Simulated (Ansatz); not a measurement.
`NCS` and `N[SiH2]S` differ in one element.

Ansatz, PBE0-D4/def2-TZVP geometries, multiplicity 1. Each molecule was computed in one conformer, which needn't be the lowest.

```tsv
property	`NCS`
HOMO energy (ωB97M-V/def2-TZVPP) / eV	-9.19
size of the dipole moment (ωB97M-V/def2-TZVPP) / D	2.53
HOMO energy (B3LYP/def2-TZVPP) / eV	-6.70
size of the dipole moment (PBE/def2-TZVPP) / D	2.49
ideal-gas entropy at 298 K and 1 bar (rigid rotor, harmonic PBE0-D4/def2-TZVP) / J/(mol·K)	285
LUMO energy (B3LYP/def2-TZVPP) / eV	0.09
```

**Question.** Give the same properties after the change, and the shifts. (Estimate.)

**Answer.** The calculation gave: 
| property | `N[SiH2]S` | shift |
| --- | --- | --- |
| HOMO energy (ωB97M-V/def2-TZVPP) / eV | -9.40 | -0.21 |
| size of the dipole moment (ωB97M-V/def2-TZVPP) / D | 1.14 | -1.39 |
| HOMO energy (B3LYP/def2-TZVPP) / eV | -6.95 | -0.25 |
| size of the dipole moment (PBE/def2-TZVPP) / D | 1.17 | -1.32 |
| ideal-gas entropy at 298 K and 1 bar (rigid rotor, harmonic PBE0-D4/def2-TZVP) / J/(mol·K) | 315 | 30 |
| LUMO energy (B3LYP/def2-TZVPP) / eV | 0.01 | -0.08 |

With PBE0 the HOMO falls by 0.25 eV and the LUMO falls by 0.12 eV, so the gap widens by about 0.13 eV. PBE moves the HOMO by -0.28 eV and ωB97M-V by -0.21 eV. Dipoles are sizes alone; their direction can turn.

B3LYP here is the variant with VWN-RPA as its local correlation; programs differ in this.
